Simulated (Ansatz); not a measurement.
**Two Ansatz runs on Eu**

The structure comes from a relaxation in the same program, started in the bcc type. Whether it is a known phase or the ground state wasn't checked. The listed cell was then made from it by scaling, straining or moving an atom.

First run: DFT, PBE, all-electron PAW with datasets made for the crystal, scalar-relativistic (Ansatz 0.2.0).

Command: `ansatz run input.yaml --threads 1 --pin off --max-ram 3072MiB --backend cpu --events-out ev --progress --plain --runs-dir out` The run took 34 s on 1 thread of Arm Neoverse V1 (shared host).

```yaml
crystal:
  lattice:
    - [-2.1624327475, 2.1624327475, 2.1624327475]
    - [2.1624327475, -2.1624327475, 2.1624327475]
    - [2.1624327475, 2.1624327475, -2.1624327475]
  atoms:
    - { symbol: Eu, position: [0.0, 0.0, 0.0], spin: 7.0 }
magnetization:
  spin_polarized: true
kpoints:
  mp_grid: { grid: [14, 14, 14] }
scf:
  occupations: { method: fermi_dirac, width: 0.05 }
hamiltonian:
  xc: pbe
  pseudopotentials: { kind: all_electron, datasets: crystal }
output:
  forces: true
  stress: true
  eigenvalues: true
  efg: { contact_densities: true }
```

Result: converged; pressure 0.67 GPa; moment 7.24 μB; 12 SCF iterations.

Semilocal functionals without a Hubbard term describe localised f shells poorly; where the shell is localised, the real material differs.

No spin–orbit coupling, which matters for the heavy atoms here.

The input is then changed:

```diff
@@ -20,3 +20,4 @@
   eigenvalues: true
   efg: { contact_densities: true }
+accuracy: high
```

(1) What does the second run give?

## Answers

(1) It was refused before any iteration. The program says:
```
Error: hamiltonian.pseudopotentials.datasets: crystal, beside a feature not held to (accuracy, as the run sets its own cutoffs) — the datasets of this kind: all_electron run are made for its crystal, and no such run has been held to what stands beside, or a reason given rules it out; change each as told or leave it out, or set another kind (and leave the keys of all_electron out)
```
